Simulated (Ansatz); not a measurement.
## How far each method lies from full CI for HSC⁺, singlet

Geometry: that of the HSC, doublet, kept fixed.

```xyz
3

C     0.0000    0.0808    1.2061
S     0.0000   -0.0690   -0.4246
H     0.0000    1.2326   -0.8640
```

Basis 6-31G; Ansatz 0.2.0. Only valence electrons are correlated (noble-gas cores frozen), which leaves 10 electrons in 18 orbitals. Prefix R: restricted or restricted open-shell reference; prefix U: unrestricted. Active spaces: valence = (10e, 9o) chosen from the atoms' valence shells.

Full CI is exact within this basis and frozen core; it isn't the basis-set limit. The frozen core follows each run's orbitals, which can shift R against U totals by a few meV.

Unrestricted rows (U) aren't spin-pure: their determinants' ⟨S²⟩ exceeds S(S+1) by up to 0.45, so they mix in states of higher spin.

* UHF ⟨S²⟩: 0.450
* T1 diagnostic (RCCSD): 0.0373
* largest doubles amplitude (RCCSD): 0.128

| level | E − E(full CI) (kJ/mol) | share of correlation (%) | wall time |
| --- | --- | --- | --- |
| RHF | 437.8 | 0.00 | – |
| UHF | 420.7 | 3.91 | – |
| RMP2 | 89.9 | 79.46 | – |
| UMP2 | 106.2 | 75.75 | – |
| CISD | 53.2 | 87.85 | 0.3 s |
| RCCSD | 26.4 | 93.97 | – |
| UCCSD | 26.7 | 93.89 | – |
| RCCSD(T) | 4.2 | 99.05 | 0.27 s |
| UCCSD(T) | 5.9 | 98.65 | 0.91 s |
| BCCD(T) | 3.5 | 99.20 | 0.33 s |
| RCCSDT | 1.0 | 99.78 | – |
| UCCSDT | 1.2 | 99.73 | – |
| RCCSDT(Q) | -0.2 | 100.05 | 0.88 s |
| UCCSDT(Q) | -0.3 | 100.06 | 3.7 s |
| RCCSDTQ | -0.2 | 100.04 | 10 s |
| UCCSDTQ | -0.1 | 100.03 | 41 s (H100) |
| CASSCF (valence space) | 107.2 | 75.50 | – |
| NEVPT2 (valence space) | 26.2 | 94.02 | 2 s |
| MRCISD (valence space) | 2.8 | 99.35 | – |
| MRCISD+Q (valence space) | 0.6 | 99.86 | 3.1 s |

The correlation energy at full CI, counted from RHF, is -4.538 eV. That run took 8.5 s on 2 threads of AMD EPYC 7R13 with a shared H100 80 GB, shared host over 36,719,424 determinants.

Times hold each run's SCF and search for its determinant on a shared host, so for small cases they say little of a method's own cost; rows without a card ran on 1 thread of AMD EPYC 7R13.

The full-CI state has the irrep A' of Cs, in the program's axes.

Natural occupations of full CI about the gap: 1.986 1.959 1.949 1.915 1.904 0.100 0.087 0.041 0.028 0.009; effectively unpaired electrons, Σ n²(2−n)², 0.15.
